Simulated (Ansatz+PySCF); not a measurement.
# singlet CH₂O: levels of theory in one basis

| atom | x (Å) | y (Å) | z (Å) |
| --- | --- | --- | --- |
| C | 0.0005 | 0.0080 | -0.5287 |
| O | 0.0080 | 0.0060 | 0.6729 |
| H | -0.0075 | -0.9478 | -1.1189 |
| H | -0.0077 | 0.9505 | -1.1269 |

Basis set: def2-SVP (spherical functions). Left uncorrelated: 2 orbitals. Charge 0, multiplicity 1.

Computed with Ansatz (development build ahead of 0.2.0); each method stands on the lowest determinant of its kind that the runs found. NEVPT2 correlates all electrons. Active spaces start from the frontier orbitals, and the lowest solution found is given.

| method | E − E(RHF) (eV) | <S²> of the determinant |
| --- | --- | --- |
| RHF | 0.00 | 0.00 |
| RHF-MP2 | -8.61 | – |
| RHF-CCSD | -9.03 | – |
| CASSCF(4,3) | -1.02 | – |
| SC-NEVPT2(4,3) | -8.73 | – |

Question: What does RHF-CCSD(T) give on the same scale?

Answer: -9.30 eV.

Question: Is a single determinant a sound starting point here?

Answer: By this sign, yes. Unrestricted orbitals gain 0.00 eV and <S²> is 0.00 against 0.00 for a pure state. The CASSCF(4,3) natural occupations are 2.00, 1.92, 0.08.
